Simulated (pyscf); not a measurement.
Four-centre exchange: O=SiH–OH + NH₃ -> H₂N–Si(=O)–OH + H₂

Gas phase, singlet surface, charge 0. Bonds broken: Si2–H4, N6–H7. Bonds formed: Si2–N6, H4–H7. Structures and frequencies: ωB97X-D3(BJ)/def2-SVP in PySCF.

Transition state (Å):

```xyz
9

O      0.5304     0.4718     1.6440
Si    -0.4236     0.1506     0.4946
O     -1.1022    -1.2966     0.0859
H     -1.8389     1.1280     0.4954
H     -1.1164    -1.9495     0.7952
N     -0.2919     0.9088    -1.1447
H     -1.4241     1.2899    -0.4226
H     -0.3884     0.3126    -1.9671
H      0.4311     1.6162    -1.2766
```

One imaginary mode, 1450i cm⁻¹; descent along it reached the two sides named, in the forms told below.

```
bond    change  reactant side (Å)  saddle  product side
------  ------  -----------------  ------  ------------
Si2–H4  breaks              1.487   1.720           2.6
N6–H7   breaks              1.022   1.396           3.4
Si2–N6   forms              2.001   1.811         1.681
H4–H7    forms                2.7   1.020         0.762
```

Electronic energies relative to the separated reactants (kJ/mol):

| level | barrier | reaction energy | reverse barrier |
|---|---|---|---|
| ωB97X-D3(BJ)/def2-TZVP | 46.4 | -74.9 | 121.3 |
| PBE/def2-TZVP | 32.7 | -61.9 | 94.6 |
| r²SCAN/def2-TZVP | 28.0 | -75.1 | 103.1 |
| B3LYP-D3(BJ)/def2-TZVP | 49.7 | -70.3 | 120.1 |
| PBE0-D3(BJ)/def2-TZVP | 32.2 | -68.9 | 101.2 |
| M06-2X/def2-TZVP | 42.7 | -84.0 | 126.6 |
| ωB97M-D3(BJ)/def2-TZVP | 49.6 | -70.3 | 120.0 |
| HF/def2-TZVP | 109.1 | -67.3 | 176.4 |

With ωB97M-D3(BJ)/def2-TZVP energies and thermal terms (ideal gas, 1 atm, RRHO with modes under 100 cm⁻¹ raised to 100, one conformer, R ln 2 for chiral ones without a mode under 150 cm⁻¹), in kJ/mol:

| T (K) | ΔH‡ | ΔG‡ | ΔH | ΔG |
|---|---|---|---|---|
| 298 | 42.1 | 86.8 | -83.0 | -73.7 |
| 600 | 43.0 | 132.1 | -77.1 | -66.7 |
| 900 | 46.2 | 176.0 | -72.5 | -62.5 |
| 1200 | 49.9 | 218.8 | -69.1 | -59.8 |

On the reactant side the descent ends in an adduct with a N–Si contact, 127.2 kJ/mol under the separated species and 173.6 kJ/mol under the saddle at ωB97X-D3(BJ)/def2-TZVP. What is counted as formed (N–Si) is already present as a longer contact in the reactant adduct; forming that adduct is a step of its own. At the saddle there is also a short H–Si contact that neither side keeps. The same reactants have a lower exit, to H₂N–SiH(OH)–OH (barrier -68.8 kJ/mol at ωB97M-D3(BJ)/def2-TZVP, against +49.6 kJ/mol here). O=SiH–OH lies 41.2 kJ/mol over its isomer HO–Si:–OH [singlet] (electronic energy, ωB97M-D3(BJ)/def2-TZVP). This is the saddle that the search found; another between the same sides may lie lower.
